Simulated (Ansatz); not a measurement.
A nudged elastic band was laid between two geometries of CH₅Al (7 atoms, charge 0, multiplicity 1).

All numbers below come from Ansatz 0.2.0, RKS CAM-B3LYP/def2-SVP.

```json
{
  "movable images": "5",
  "climbing image": "yes",
  "spring": "5.0 eV/Å²",
  "optimiser": "quadratic models (default)",
  "start path": "through a guess of the saddle point",
  "force threshold": "0.05 eV/Å",
  "iteration limit": "60",
  "end points": "relaxed"
}
```

First end point:

```xyz
7
Properties=species:S:1:pos:R:3
Al 0.566 0.029 0.001
C 1.083 -0.034 1.880
H 0.241 -0.219 2.564
H 1.842 -0.814 2.056
H 1.556 0.917 2.181
H 1.682 0.202 -1.114
H -0.950 -0.081 -0.452
```

Last end point:

```xyz
7
Properties=species:S:1:pos:R:3
Al -0.585 0.634 -1.233
C 1.624 -0.083 1.698
H 0.579 -0.380 1.531
H 2.071 -0.756 2.442
H 1.660 0.949 2.072
H 2.195 -0.153 0.762
H -1.524 -0.210 -0.155
```

Task: What changes between the two ends?

Result: Bonds broken: Al1–C2, Al1–H6. Bonds formed: C2–H6. CH5Al becomes AlH + CH4.

Task: Give the energies along the band, and the barrier.

Result: It converged. The highest image is number 3 of 0 to 6, 320.9 kJ/mol above the first end and 214.3 kJ/mol above the last; the last end lies 106.5 kJ/mol above the first. Neighbouring images differ by up to 2.5 eV, so the band resolves the path poorly. A vibrational analysis at the climbing image gives one clearly imaginary mode, 1396i cm⁻¹: a first-order saddle point. The orbitals stay closed-shell, which can raise the energy where a bond breaks towards radicals; this wasn't checked here.

```csv
image,path coordinate (Å),energy (kJ/mol),Al1–C2 (Å),Al1–H6 (Å),C2–H6 (Å)
0,0.00,0.0,1.95,1.59,3.06
1,0.86,0.0,1.95,1.59,3.09
2,1.72,81.2,1.92,1.54,2.47
3,2.58,320.9,2.25,1.58,1.70
4,3.52,116.4,2.99,2.26,1.11
5,4.47,107.2,3.69,3.16,1.10
6,5.41,106.5,3.74,3.51,1.10
```

Task: What is the geometry of the highest image?

Result: 
```xyz
7
Properties=species:S:1:pos:R:3:forces:R:3
Al 0.412 -0.041 -0.498 0.02 -0.02 0.03
C 1.171 -0.030 1.617 -0.01 0.02 -0.01
H 0.424 -0.635 2.157 0.01 0.01 -0.01
H 2.175 -0.342 1.933 0.01 -0.01 0.00
H 1.046 1.039 1.863 -0.01 -0.01 0.00
H 1.803 -0.469 0.105 -0.03 0.02 -0.01
H -1.011 0.477 -0.062 0.02 0.00 0.00
```

The run took 57 s on 1 thread of INTEL(R) XEON(R) PLATINUM 8581C CPU @ 2.30GHz (Emerald Rapids), with other jobs on the host, peak memory 0.13 GiB.
